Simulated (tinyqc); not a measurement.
Worked calculation: RHF in the sto-3g basis, for OH-, spin multiplicity 1. The basis has no diffuse functions, so it cannot describe the extra electron: this is an exercise in the method, not the real anion. One step of it, computed by the program tinyqc.

Task: Iteration 3: building the Fock matrix. J_ij = sum D_kl (ij|kl), K_ij = sum D_kl (ik|jl); F = H + J - 0.5 K; E = tr D H + tr D J / 2 - 0.25 tr D K + E_nn.

D after iteration 2:
```
            1O 1s      1O 2s     1O 2px     1O 2py     1O 2pz      2H 1s
1O 1s    2.114146  -0.493590  -0.068964   0.025016   0.078543   0.015074
1O 2s   -0.493590   2.268852   0.481575  -0.174691  -0.390133  -0.482045
1O 2px  -0.068964   0.481575   1.756864   0.088197   0.626570  -0.778939
1O 2py   0.025016  -0.174691   0.088197   1.968007  -0.227288   0.282559
1O 2pz   0.078543  -0.390133   0.626570  -0.227288   1.041141   0.446676
2H 1s    0.015074  -0.482045  -0.778939   0.282559   0.446676   1.218409
```

core Hamiltonian H = T + V (hartree):
```
             1O 1s      1O 2s     1O 2px     1O 2py     1O 2pz      2H 1s
1O 1s   -32.220029  -7.494243   0.000000   0.000000  -0.018577  -2.090181
1O 2s    -7.494243  -8.835290   0.000000   0.000000  -0.210495  -4.035075
1O 2px    0.000000   0.000000  -6.991568   0.000000   0.000000   0.000000
1O 2py    0.000000   0.000000   0.000000  -6.991568   0.000000   0.000000
1O 2pz   -0.018577  -0.210495   0.000000   0.000000  -7.142856  -2.704666
2H 1s    -2.090181  -4.035075   0.000000   0.000000  -2.704666  -5.061980
```

Two-electron integrals (ij|kl) in chemists' order, unique and non-zero (hartree):
```
(11|11) 4.785065   (21|11) 0.741380   (21|21) 0.136873   (22|11) 1.118947
(22|21) 0.256633   (22|22) 0.817206   (31|31) 0.024477   (32|31) 0.037809
(32|32) 0.180518   (33|11) 1.115814   (33|21) 0.256684   (33|22) 0.817023
(33|33) 0.880159   (41|41) 0.024477   (42|41) 0.037809   (42|42) 0.180518
(43|43) 0.047444   (44|11) 1.115814   (44|21) 0.256684   (44|22) 0.817023
(44|33) 0.785270   (44|44) 0.880159   (51|51) 0.024477   (52|51) 0.037809
(52|52) 0.180518   (53|53) 0.047444   (54|54) 0.047444   (55|11) 1.115814
(55|21) 0.256684   (55|22) 0.817023   (55|33) 0.785270   (55|44) 0.785270
(55|55) 0.880159   (61|11) 0.209021   (61|21) 0.038215   (61|22) 0.071031
(61|33) 0.070901   (61|44) 0.070901   (61|51) 0.001729   (61|52) 0.003217
(61|55) 0.071298   (61|61) 0.010804   (62|11) 0.463826   (62|21) 0.107516
(62|22) 0.373886   (62|33) 0.367943   (62|44) 0.367943   (62|51) 0.007947
(62|52) 0.058399   (62|55) 0.385433   (62|61) 0.030494   (62|62) 0.204474
(63|31) 0.011779   (63|32) 0.066609   (63|53) 0.012407   (63|63) 0.030651
(64|41) 0.011779   (64|42) 0.066609   (64|54) 0.012407   (64|64) 0.030651
(65|11) 0.314260   (65|21) 0.073859   (65|22) 0.274462   (65|33) 0.261763
(65|44) 0.261763   (65|51) 0.016637   (65|52) 0.107843   (65|55) 0.299565
(65|61) 0.021960   (65|62) 0.182369   (65|65) 0.191698   (66|11) 0.573307
(66|21) 0.135030   (66|22) 0.533674   (66|33) 0.511986   (66|44) 0.511986
(66|51) 0.014005   (66|52) 0.137103   (66|55) 0.576434   (66|61) 0.038721
(66|62) 0.352691   (66|65) 0.359936   (66|66) 0.774606
```

nuclear repulsion = 4.83819164 hartree

Give: Coulomb J; exchange K; Fock matrix F; total energy of this density.

Result:

Coulomb J (hartree):
```
          1O 1s    1O 2s  1O 2px   1O 2py   1O 2pz    2H 1s
1O 1s   17.7796   3.3659  0.0147  -0.0053  -0.0013   0.9391
1O 2s    3.3659   8.3974  0.0649  -0.0235   0.0723   3.8467
1O 2px   0.0147   0.0649  8.3737   0.0084   0.0401   0.0303
1O 2py  -0.0053  -0.0235  0.0084   8.3937  -0.0146  -0.0110
1O 2pz  -0.0013   0.0723  0.0401  -0.0146   8.4012   2.8542
2H 1s    0.9391   3.8467  0.0303  -0.0110   2.8542   5.6185
```

exchange K (hartree):
```
          1O 1s    1O 2s   1O 2px   1O 2py   1O 2pz    2H 1s
1O 1s    9.7958   1.6736  -0.0012   0.0004   0.0083   0.4844
1O 2s    1.6736   2.6946   0.1216  -0.0441  -0.0827   1.2966
1O 2px  -0.0012   0.1216   2.0976   0.0734   0.3082  -0.0473
1O 2py   0.0004  -0.0441   0.0734   2.2735  -0.1118   0.0172
1O 2pz   0.0083  -0.0827   0.3082  -0.1118   1.9148   0.9314
2H 1s    0.4844   1.2966  -0.0473   0.0172   0.9314   1.5580
```

Fock matrix F (hartree):
```
           1O 1s    1O 2s   1O 2px   1O 2py   1O 2pz    2H 1s
1O 1s   -19.3384  -4.9652   0.0153  -0.0055  -0.0241  -1.3932
1O 2s    -4.9652  -1.7851   0.0041  -0.0015  -0.0969  -0.8367
1O 2px    0.0153   0.0041   0.3333  -0.0284  -0.1140   0.0540
1O 2py   -0.0055  -0.0015  -0.0284   0.2654   0.0413  -0.0196
1O 2pz   -0.0241  -0.0969  -0.1140   0.0413   0.3010  -0.3161
2H 1s    -1.3932  -0.8367   0.0540  -0.0196  -0.3161  -0.2225
```

total energy of this density = -73.876217 hartree
